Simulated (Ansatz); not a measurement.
## Two structures, one formula

Two relaxed structures of CH5AlSi, singlet (PBE0-D4/def2-TZVP; forces vanish, vibrations not checked).

A:

```xyz
8
angstrom
C -1.2103 0.6604 -0.8752
Si 0.5919 0.9556 -0.3168
Al 1.1644 -1.3304 0.5053
H -1.7110 1.5931 -1.1408
H -1.8377 0.1009 -0.1768
H -1.1478 0.0466 -1.7867
H 1.0404 -1.7099 2.0540
H 1.8453 -2.4174 -0.4503
```

B:

C1  (-1.470, 0.972, -0.733)
Si2  (-0.249, 0.375, 0.592)
Al3  (1.235, -1.349, 0.008)
H4  (-0.974, 1.491, -1.554)
H5  (-2.056, 0.145, -1.137)
H6  (0.671, 1.542, 0.855)
H7  (-2.166, 1.673, -0.263)
H8  (1.716, -2.754, 0.607)
(Å)

Ansatz 0.2.0; basis: def2-TZVPP; cores frozen in the correlated methods. B3LYP uses VWN-RPA correlation.

Task: Which structure is lower at CCSD(T), and by how much? (An estimate is asked for; the value comes from the calculation.)

Result: By the calculation: B, by 0.416 eV (electronic energy, against the other). By their contacts, A is CH₅AlSi ([CH3][Si][AlH2]) and B is CH₅AlSi ([CH3][SiH][AlH]).

Task: Do the other methods give the same order? (A judgement: the text doesn't fix the answer.)

Result: Computed: Not all: HF gives the other order.

```tsv
method	E(B) − E(A) (eV)
PBE-D4	-0.560
r2SCAN-D4	-0.537
PBE0-D4	-0.461
B3LYP-D4	-0.411
wB97M-V	-0.273
HF	0.005
MP2	-0.413
CCSD	-0.321
CCSD(T)	-0.416
```

No T1 diagnostic of these runs exceeds 0.019. The restricted Hartree–Fock reference is unstable towards an unrestricted one at one or more of these structures.

Labels in which every atom is bracketed show which atoms are joined, not bond orders.

For scale, one of the runs: CCSD(T)/def2-TZVPP, 185 basis functions, launched by `ansatz run in.yaml --threads 2 --pin off --events-out ev --progress --plain --max-ram 4352MiB`. The run took 20 s on 2 CPU threads of an Arm Neoverse V2 (shared host), with 1.7 GiB of host memory at its peak.
